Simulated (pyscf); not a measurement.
F–SiH(F)–O–SiH₃ + H₃C–F → F–SiH₂–O–SiH₃ + F–CH₂–F (four-centre exchange; singlet surface; F–Si, C–H broken, H–Si, C–F formed). Single points on ωB97X-D3(BJ)/def2-SVP structures (PySCF, gas phase). Energies in kcal/mol from the separated reactants.

```csv
level,barrier,reaction energy
ωB97X-D3(BJ)/def2-TZVP,113.8,+48.5
r²SCAN/def2-TZVP,108.2,+49.5
B3LYP-D3(BJ)/def2-TZVP,(withheld),(withheld)
M06-2X/def2-TZVP,118.5,+50.6
ωB97M-D3(BJ)/def2-TZVP,113.2,+49.6
HF/def2-TZVP,(withheld),+49.4
```

Q: Some entries are withheld; supply them.

A: 
- B3LYP-D3(BJ)/def2-TZVP, barrier: 111.4
- B3LYP-D3(BJ)/def2-TZVP, reaction energy: +49.1
- HF/def2-TZVP, barrier: 138.2

The functionals in the table span 10.3 kcal/mol in this barrier, from r²SCAN to M06-2X. The same reactants have a lower exit, to F–Si•(F)–O–SiH₃ + H• + H₃C–F (no saddle counted: cutting one bond costs +105.3 kcal/mol at ωB97M-D3(BJ)/def2-TZVP, against +113.2 kcal/mol here). One saddle was located; it need not be the lowest between these sides.
